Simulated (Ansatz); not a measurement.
## 1T (CdI2-type) VSe2 (undistorted form, which takes a superstructure on cooling)

Calculation: PBEsol (Ansatz, a first-principles code, plane waves, PAW).

Settings: plane-wave cutoff 500 eV, 18×18×8 k mesh (along the axes of the cell as run), Fermi–Dirac smearing 0.05 eV, no spin polarisation, scalar-relativistic PAW data made under PBE.

Cell (relaxed at this level):

```
CELL_PARAMETERS angstrom
      1.63752    -2.83627     0.00000
      1.63752     2.83627     0.00000
      0.00000     0.00000     6.15152
ATOMIC_POSITIONS crystal
  V  0.00000 0.00000 0.00000
  Se 0.33333 0.66667 0.25518
  Se 0.66667 0.33333 0.74482
```

```yaml
equilibrium_volume_per_atom: 19.05 Å³/atom
lattice_constant_a: 3.275 Å
c axis length: 6.152 Å
```

Note: the run has no spin polarisation, so it can have missed a magnetic state; the cell comes from a level without a dispersion term, which matters for the spacing of layers, chains or molecules; the cell has widely spaced layers and the level no dispersion term, so their spacing and the moduli can rest on weak binding.

The computed numbers hold no vibrational or temperature effects.

Cost on a shared machine: about 4 core-minutes (a rough figure).
